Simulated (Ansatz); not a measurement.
We consider hcp Hf, described by PBE (Ansatz, a program for electronic structure, PAW).

Input file:

Ansatz 0.2 input:
```yaml
crystal:
  lattice:
    - [1.5971, -2.766258, 0.0]
    - [1.5971, 2.766258, 0.0]
    - [0.0, 0.0, 5.0512]
  atoms:
    - { symbol: Hf, position: [0.33333333, 0.66666667, 0.25] }
    - { symbol: Hf, position: [0.66666667, 0.33333333, 0.75] }
basis:
  ecutwfc: 520
  ecutrho_ratio: 4
  xc_grid: 2
kpoints:
  mp_grid: { grid: [18, 18, 12] }
hamiltonian:
  xc: pbe
  dispersion: none
  pseudopotentials: { kind: paw }
scf:
  occupations: { method: fermi_dirac, width: 0.05 }
  convergence: { dr2_threshold: 0.0000000002 }
output:
  forces: true
  stress: true
  eigenvalues: true
```

Task: How many irreducible k-points, plane waves at Γ does the program set up, and what pressure does the run end with?

Result: 259 irreducible k-points, 1177 plane waves at Γ; P = 1.06 GPa, so the cell is compressed on average and its volume would grow at this level.

From the output:

```
Crystal: 2 atoms, lattice volume = 44.632 Å³
Basis set: ecut = 520 eV, 1177 PW (Γ), exchange–correlation on 48×48×80 points (8 copies of the dense FFT grid, shifted against one another)
Bands: 32, of which v1, the nominal top of the filled ones, is band 26 counted from 1 (25 counted from 0)
Symmetry: 24 space group operations
Space group: P63/mmc (ITA 194), of the structure as read, at distance tolerance 3.5e-5 Å
k-points: 259 of 3888
Functional: x = pbe(κ = 0.804, μ = 0.2195149727645171), c = pbe(β = 0.06672455060314922)
SCF iter   1: F=—  HF=-31442.731164 eV  |F-HF|=—  |Δ(HF+E_count)|=         —  Δρ=3.14e-3  dr2=2.19e-3
SCF iter   2: F=—  HF=-31442.731432 eV  |F-HF|=—  |Δ(HF+E_count)|=   2.68e-4  Δρ=2.00e-3  dr2=9.41e-4
  ...
SCF iter   8: F=—  HF=-31442.731638 eV  |F-HF|=—  |Δ(HF+E_count)|=   6.22e-9  Δρ=1.04e-6  dr2=2.46e-10
SCF iter   9: F=-31442.731638 eV  HF=-31442.731638 eV  |F-HF|=0.00e0  |Δ(HF+E_count)|=  1.82e-11  Δρ=2.28e-7  dr2=1.38e-11
SCF 1 converged in 9 iterations: F = -31442.731638 eV  dr2 = 1.38e-11
SCF converged after 9 iterations
Free energy (F): -31442.731638 eV
Internal energy: -31442.719496 eV  (E = F + TS)
E sigma→0 (E₀):  -31442.725567 eV
Fermi energy:    19.964429 eV
--- Forces (eV/Å), atoms counted from 1 ---
  atom   1  Hf     0.00000000     0.00000000     0.00000000
  atom   2  Hf     0.00000000    -0.00000000     0.00000000
--- Stress (GPa, compression-positive) ---
        1.048960       0.000000       0.000000
        0.000000       1.048960       0.000000
        0.000000       0.000000       1.093672
  P = ⅓ Tr σ = 1.0639 GPa (10.639 kbar)
```

Note: cell and atoms aren't relaxed at this level (pressure 1.1 GPa).
